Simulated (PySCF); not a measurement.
Species: nitrogen trifluoride, NF3.
SMILES with atom numbers: `[F:1][N:2]([F:3])[F:4]`

Structure used (PBE0-D3(BJ)/def2-SVP), in Å, numbered top down from 1:
```
atom  x, y, z in Å
F1    -0.551    1.073   -0.166
N2     0.008   -0.003    0.433
F3    -0.644   -1.033   -0.151
F4     1.226   -0.062   -0.149
```

Computed with PySCF at B3LYP/def2-SVPD, non-relativistic, on one gas-phase PBE0-D3(BJ)/def2-SVP geometry that isn't relaxed in the solvent. The solvent is an IEF-PCM continuum (Bondi radii, 1.10 Å for H, scaled by 1.2), and excitations are vertical TDDFT with non-equilibrium linear response and a frozen core. The model holds no explicit solvent molecules, cavitation or dispersion.

Gas-phase singlets (H = HOMO, L = LUMO):

```csv
state,E (eV),λ (nm),f,leading configurations
S1,8.512,146,0.011,H→L+2 96%
S2,8.918,139,0.050,H→L 95%
S3,8.925,139,0.050,H→L+1 95%
S4,10.820,115,0.000,H-1→L+2 88%
S5,10.870,114,0.004,H-1→L 80%
```

Give the list for chloroform (ε = 4.711), n² = 2.09.

```tsv
state	E (eV)	λ (nm)	f	leading configurations	change by rank (eV)
S1	8.492	146	0.013	H→L+2 96%	-0.020
S2	8.881	140	0.062	H→L 95%	-0.037
S3	8.888	139	0.062	H→L+1 95%	-0.037
S4	10.816	115	0.000	H-1→L+2 88%	-0.004
S5	10.876	114	0.005	H-1→L 80%	+0.006
```

How does the list change in tetrahydrofuran (ε = 7.426)?

| state | E (eV) | λ (nm) | f | leading configurations | change by rank (eV) |
| --- | --- | --- | --- | --- | --- |
| S1 | 8.491 | 146 | 0.013 | H→L+2 96% | -0.021 |
| S2 | 8.884 | 140 | 0.061 | H→L 95% | -0.034 |
| S3 | 8.891 | 139 | 0.061 | H→L+1 95% | -0.034 |
| S4 | 10.816 | 115 | 0.000 | H-1→L+2 88% | -0.004 |
| S5 | 10.877 | 114 | 0.005 | H-1→L 80% | +0.007 |

How do the frontier levels move from gas to tetrahydrofuran?

```json
{"orbital": "LUMO+2", "gas (eV)": "0.38", "solvent (eV)": "0.44", "change (eV)": "+0.06", "Löwdin shares, gas": "N2 33 %, F3 23 %, F4 23 %, F1 21 %", "Löwdin shares, solvent": "N2 33 %, F3 23 %, F4 23 %, F1 21 %"}
{"orbital": "LUMO+1", "gas (eV)": "0.25", "solvent (eV)": "0.34", "change (eV)": "+0.09", "Löwdin shares, gas": "N2 47 %, F4 27 %, F1 15 %, F3 11 %", "Löwdin shares, solvent": "N2 47 %, F4 27 %, F1 15 %, F3 11 %"}
{"orbital": "LUMO", "gas (eV)": "0.24", "solvent (eV)": "0.33", "change (eV)": "+0.09", "Löwdin shares, gas": "N2 47 %, F3 23 %, F1 22 %, F4 8 %", "Löwdin shares, solvent": "N2 47 %, F3 23 %, F1 22 %, F4 8 %"}
{"orbital": "HOMO", "gas (eV)": "-10.02", "solvent (eV)": "-9.93", "change (eV)": "+0.09", "Löwdin shares, gas": "N2 46 %, F1 18 %, F4 18 %, F3 18 %", "Löwdin shares, solvent": "N2 46 %, F1 18 %, F4 18 %, F3 18 %"}
{"orbital": "HOMO-1", "gas (eV)": "-12.41", "solvent (eV)": "-12.33", "change (eV)": "+0.08", "Löwdin shares, gas": "F3 34 %, F1 33 %, F4 33 %", "Löwdin shares, solvent": "F3 34 %, F1 33 %, F4 33 %"}
{"orbital": "HOMO-2", "gas (eV)": "-12.86", "solvent (eV)": "-12.78", "change (eV)": "+0.08", "Löwdin shares, gas": "F3 49 %, F1 36 %, F4 14 %", "Löwdin shares, solvent": "F3 49 %, F1 35 %, F4 14 %"}
{"orbital": "HOMO-3", "gas (eV)": "-12.87", "solvent (eV)": "-12.79", "change (eV)": "+0.08", "Löwdin shares, gas": "F4 52 %, F1 30 %, F3 16 %", "Löwdin shares, solvent": "F4 51 %, F1 31 %, F3 16 %"}
```

The HOMO–LUMO gap goes from 10.26 to 10.26 eV. Shares within a degenerate set are those of one arbitrary member.
